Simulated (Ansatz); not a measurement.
Species: vinyl fluoride, C2H3F, net charge 0, singlet state. 
Structure (B3LYP-D3(BJ)/def2-TZVP (Ansatz, a quantum-chemistry and plane-wave program) minimum search):
```xyz
6

C      0.0048     0.4339    -0.0020
C      1.1838    -0.1536     0.0049
F     -1.1460    -0.2672    -0.0028
H     -0.1758     1.5010    -0.0077
H      1.2800    -1.2303     0.0104
H      2.0778     0.4520     0.0052
```
Charge 0, spin multiplicity 1.

Parts of the frozen-core correlation energy in STO-3G (Ansatz, hartree). Frozen orbitals: 3; correlated occupied orbitals by spin: 9 and 9; virtual: 6 and 6. No spin-orbit coupling. Non-relativistic. The restricted reference is unstable.

```csv
term,value
reference (HF),-174.53217
MP2 opposite-spin,-0.11417
MP2 same-spin,-0.01949
CCSD correlation,-0.17215
(T),-0.00265
FCI minus CCSD(T),-0.00089
T1 diagnostic,0.008
largest doubles amplitude,0.192
```
